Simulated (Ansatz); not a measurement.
# ClH4Si: the cost of one run

Program: Ansatz 0.2.0. Level of theory: UKS PBE0-D4/def2-SVP. These are calculated values, not measurements.

**1. The structure to begin with**

Bond lengths: Si1–H3 1.460 Å, Si1–H4 1.459 Å, Si1–H5 1.459 Å. Angles: H3–Si1–H4 109.5°, H3–Si1–H5 109.5°, H4–Si1–H5 109.5°.

Coordinates:

```xyz
6

Si    0.0000    0.0000    0.0000
H     0.0000    0.0000    1.7100
H     1.3768    0.0000   -0.4862
H    -0.6877    1.1914   -0.4862
H    -0.6877   -1.1914   -0.4862
Cl    0.0000    0.0000    3.3800
```

**2. A restrained relaxation towards end A**

Springs on the bonds that form and break draw the guess towards this end; the thresholds are loose.

The input, input.yaml:

```yaml
crystal:
  periodic: [false, false, false]
  atoms:
    - { symbol: Si, position_ang: [0.0, 0.0, 0.0] }
    - { symbol: H, position_ang: [0.0, 0.0, 1.71] }
    - { symbol: H, position_ang: [1.3768, 0.0, -0.4862] }
    - { symbol: H, position_ang: [-0.6877, 1.1914, -0.4862] }
    - { symbol: H, position_ang: [-0.6877, -1.1914, -0.4862] }
    - { symbol: Cl, position_ang: [0.0, 0.0, 3.38] }
magnetization:
  spin_polarized: true
  initial_magnetization: 1
basis:
  gaussian: { orbitals: def2-SVP }
hamiltonian:
  xc: pbe0
  dispersion: d4
relax:
  f_tol: 0.15
  max_steps: 25
  restrain:
    - { distance: [1, 5], at: 2.57, k: 30.0 }
    - { distance: [0, 1], at: 1.46, k: 30.0 }
output:
  orbitals: {}
```

The run is started by

```sh
$ ansatz run input.yaml --threads 2 --pin off --max-ram 3072MiB --backend cpu --events-out ev --progress --plain --runs-dir out
```

**Question.** How long does this run take on 2 threads of Intel Xeon Platinum 8259CL at 2.50GHz (Skylake/Cascade Lake), shared host, and how much memory does it need?

About 16 s, with a peak of 0.15 GiB.
